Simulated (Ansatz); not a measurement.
**Property card for Li2Pd**

Level of theory: DFT r2SCAN, scalar-relativistic, plane waves, PAW in Ansatz.

Settings: cutoff 500 eV, Γ-centred mesh 12×12×16 on the computed 3-atom cell, Gaussian smearing of 0.10 eV; no spin polarisation.

The structure is relaxed at this level of theory with its symmetry kept. Whether it is the stable form of this composition wasn't checked.

Symmetry: P6/mmm, No. 191, hexagonal system. The conventional cell has a = 4.227 Å, b = 4.227 Å, c = 2.677 Å, α = 90.00°, β = 90.00°, γ = 120.00°. Around Li (site symmetry -6m2) lie 5 Li at 2.44 to 2.68 Å and 6 Pd at 2.78 Å. Around Pd (site symmetry 6/mmm) lie 2 Pd at 2.68 Å and 12 Li at 2.78 Å.

```json
{
  "Volume per atom": "13.81 Å³",
  "Formation energy from the elements' standard states (uncorrected)": "-0.344 eV/atom",
  "Generalised Kohn–Sham band gap": "none (metal)",
  "Density of states at the Fermi level": "0.68 states/eV per cell",
  "Bulk modulus": "52 GPa",
  "Its pressure derivative": "4.2",
  "Bader charges (e)": "Li (2 in the cell) 0.84, Pd (1 in the cell) -1.69"
}
```

Cost: 9 runs of about 14 core-minutes in all, on Intel Xeon Processor @ 2.50GHz (Skylake/Cascade Lake) (shared hosts).